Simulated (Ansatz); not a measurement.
This geometry of BH₆NSi (9 atoms, charge 0, multiplicity 1) is a first-order saddle point.

The calculation used RKS r2SCAN-D4/def2-SVP in Ansatz 0.2.0.

```xyz
9
Properties=species:S:1:pos:R:3
B -1.026 0.699 -1.033
Si 0.623 0.208 -0.003
N 0.316 -1.062 1.127
H -2.102 0.166 -0.879
H -0.965 1.576 -1.863
H 1.142 1.461 0.655
H 1.695 -0.147 -1.002
H 1.004 -1.465 1.751
H -0.599 -1.482 1.229
```

Q: Which two structures does it join? (They come from a converged band through this point; their orientation in space is the band's.)

A: No bond is made or broken. The dihedral H6–Si2–N3–H9 goes from 73 to 170°. The two ends are copies of one structure, up to a mirror image or an exchange of like atoms.

Image 0:

```xyz
9
Properties=species:S:1:pos:R:3
B -1.025 0.735 -1.043
Si 0.597 0.201 0.006
N 0.331 -1.268 0.899
H -2.139 0.365 -0.750
H -0.934 1.520 -1.959
H 0.894 1.445 0.824
H 1.817 -0.001 -0.838
H 1.092 -1.672 1.438
H -0.544 -1.370 1.407
```

Image 8:

```xyz
9
Properties=species:S:1:pos:R:3
B -1.007 0.692 -1.089
Si 0.598 0.200 0.005
N 0.176 -0.851 1.325
H -2.005 0.009 -1.112
H -0.986 1.655 -1.820
H 1.318 1.379 0.583
H 1.554 -0.365 -1.031
H 0.894 -1.140 1.984
H -0.453 -1.627 1.137
```

Q: How far does it lie above each of them?

A: 2.7 kJ/mol above the first and 2.7 kJ/mol above the second. This is the barrier of this one path; another mechanism may lie lower.

The run took 79 s on 1 thread of Intel(R) Xeon(R) 6975P-C (Granite Rapids) (shared host), peak memory 0.17 GiB.
